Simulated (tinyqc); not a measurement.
Worked calculation: MP2 on RHF in the sto-3g basis, for OH-, spin multiplicity 1. The basis has no diffuse functions, so it cannot describe the extra electron: this is an exercise in the method, not the real anion. One step of it, computed by the program tinyqc.

Problem. Second-order Moller-Plesset energy. E2 = sum_ijab (ia|jb) [2 (ia|jb) - (ib|ja)] / (e_i + e_j - e_a - e_b) over occupied i, j and virtual a, b; the opposite-spin part is (ia|jb)^2 / denominator, the rest is same-spin, and SCS-MP2 scales them by 6/5 and 1/3.

orbital energies (hartree): MO1 -19.337002, MO2 -0.627739, MO3 0.078567, MO4 0.266959, MO5 0.266959, MO6 1.397665

Two-electron integrals over orbitals (pq|rs), unique and non-zero (hartree):
```
p,q,r,s,(pq|rs)
1,1,1,1,4.743549
2,1,1,1,-0.409286
2,1,2,1,0.055889
2,2,1,1,0.986765
2,2,2,1,-0.011990
2,2,2,2,0.739300
3,1,1,1,-0.226875
3,1,2,1,0.028471
3,1,2,2,-0.016945
3,1,3,1,0.027535
3,2,1,1,0.171518
3,2,2,1,-0.010241
3,2,2,2,-0.015718
3,2,3,1,0.011643
3,2,3,2,0.145182
3,3,1,1,0.923420
3,3,2,1,-0.011939
3,3,2,2,0.664410
3,3,3,1,0.005137
3,3,3,2,0.062149
3,3,3,3,0.724300
4,1,4,1,0.026085
4,2,4,1,0.031712
4,2,4,2,0.138305
4,3,4,1,0.016519
4,3,4,2,0.057431
4,3,4,3,0.058828
4,4,1,1,1.115316
4,4,2,1,-0.011854
4,4,2,2,0.738575
4,4,3,1,-0.006486
4,4,3,2,0.089409
4,4,3,3,0.694020
4,4,4,4,0.880159
5,1,5,1,0.026085
5,2,5,1,0.031712
5,2,5,2,0.138305
5,3,5,1,0.016519
5,3,5,2,0.057431
5,3,5,3,0.058828
5,4,5,4,0.047444
5,5,1,1,1.115316
5,5,2,1,-0.011854
5,5,2,2,0.738575
5,5,3,1,-0.006486
5,5,3,2,0.089409
5,5,3,3,0.694020
5,5,4,4,0.785270
5,5,5,5,0.880159
6,1,1,1,0.196139
6,1,2,1,-0.030165
6,1,2,2,-0.005349
6,1,3,1,-0.000019
6,1,3,2,0.023574
6,1,3,3,0.018931
6,1,4,4,0.005043
6,1,5,5,0.005043
6,1,6,1,0.034463
6,2,1,1,-0.271781
6,2,2,1,0.004806
6,2,2,2,-0.120083
6,2,3,1,0.017939
6,2,3,2,-0.002279
6,2,3,3,-0.033105
6,2,4,4,-0.138740
6,2,5,5,-0.138740
6,2,6,1,0.014638
6,2,6,2,0.112293
6,3,1,1,0.237231
6,3,2,1,-0.004424
6,3,2,2,0.057587
6,3,3,1,0.004961
6,3,3,2,0.106628
6,3,3,3,0.097750
6,3,4,4,0.124840
6,3,5,5,0.124840
6,3,6,1,0.010647
6,3,6,2,-0.051833
6,3,6,3,0.132643
6,4,4,1,-0.012920
6,4,4,2,-0.049310
6,4,4,3,0.000624
6,4,6,4,0.039702
6,5,5,1,-0.012920
6,5,5,2,-0.049310
6,5,5,3,0.000624
6,5,6,5,0.039702
6,6,1,1,0.949922
6,6,2,1,-0.009728
6,6,2,2,0.699877
6,6,3,1,-0.019445
6,6,3,2,-0.053003
6,6,3,3,0.648137
6,6,4,4,0.664498
6,6,5,5,0.664498
6,6,6,1,-0.011303
6,6,6,2,-0.087250
6,6,6,3,0.018720
6,6,6,6,0.729863
```

Hartree-Fock energy = -74.00997106 hartree

Give: Terms; Pair energies; MP2 correlation energy; SCS-MP2 correlation energy; MP2 total energy.

Solution.

Terms:
```
i,j,a,b,(ia|jb),(ib|ja),denominator,term
3,3,6,6,0.133,0.133,-2.638,-0.007
2,2,6,6,0.112,0.112,-4.051,-3.11e-03
3,2,6,6,-0.052,-0.052,-3.345,-8.03e-04
2,3,6,6,-0.052,-0.052,-3.345,-8.03e-04
4,4,6,6,0.040,0.040,-2.261,-6.97e-04
5,5,6,6,0.040,0.040,-2.261,-6.97e-04
1,1,6,6,0.034,0.034,-41.469,-2.86e-05
1,2,6,6,0.015,0.015,-22.760,-9.41e-06
2,1,6,6,0.015,0.015,-22.760,-9.41e-06
3,1,6,6,0.011,0.011,-22.054,-5.14e-06
1,3,6,6,0.011,0.011,-22.054,-5.14e-06
```

Pair energies (hartree; pair i-j sums ij and ji):
```
pair,opposite spin,same spin
1-1,-2.86e-05,0.000
2-1,-1.88e-05,0.000
2-2,-3.11e-03,0.000
3-1,-1.03e-05,0.000
3-2,-1.61e-03,0.000
3-3,-0.007,0.000
4-4,-6.97e-04,0.000
5-5,-6.97e-04,0.000
```

MP2 correlation energy = -0.01284 hartree

SCS-MP2 correlation energy = -0.01541 hartree

MP2 total energy = -74.02281 hartree
